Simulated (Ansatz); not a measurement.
C2H5B⁻, that is BH2(vinyl) with one electron more. Charge -1, multiplicity 2. Geometry r2SCAN-D4/def2-TZVP, that of the neutral singlet; atoms count from 1.

```xyz
8

B     0.809    0.752    0.664
H     1.729    1.502    0.522
H     0.394    0.531    1.765
C     0.139    0.057   -0.531
C    -0.891   -0.785   -0.349
H     0.478    0.225   -1.553
H    -1.267   -0.987    0.650
H    -1.391   -1.296   -1.168
```

The highest occupied level of the charge -1 doublet lies above zero (up to 1.68 eV). Energy differences disagree on whether the electron is bound (positive means bound): 0.25 eV (vertical, to the charge 0 singlet, at PBE0-D4/def2-TZVPD), but -0.07 eV at CCSD/def2-TZVPD.

Problem. Estimate the Mulliken populations from the PBE0/def2-TZVPD orbitals of Ansatz.

Solution. 
```json
{"atom": "B1", "charge (e)": "-0.63", "spin (α − β)": "0.83"}
{"atom": "H2", "charge (e)": "-0.02", "spin (α − β)": "-0.08"}
{"atom": "H3", "charge (e)": "-0.09", "spin (α − β)": "-0.03"}
{"atom": "C4", "charge (e)": "-0.09", "spin (α − β)": "-0.20"}
{"atom": "C5", "charge (e)": "-0.74", "spin (α − β)": "0.57"}
{"atom": "H6", "charge (e)": "0.17", "spin (α − β)": "-0.03"}
{"atom": "H7", "charge (e)": "0.21", "spin (α − β)": "-0.02"}
{"atom": "H8", "charge (e)": "0.19", "spin (α − β)": "-0.05"}
```
Mulliken values and Mayer orders depend strongly on the basis. With diffuse functions, as here, like atoms can get unlike values, and bond orders can come out too low or too high.

Problem. Where does the spin sit?

Solution. Summed by element: B 0.83, H -0.20, C 0.37, of 1 unpaired in all. Largest on single atoms: B1 0.83, C5 0.57, C4 -0.20.

Problem. And the Mayer bond orders between bonded heavy atoms (over 0.3)?

Solution. B1–C4 1.35 (1.54 Å); C4–C5 1.63 (1.34 Å).
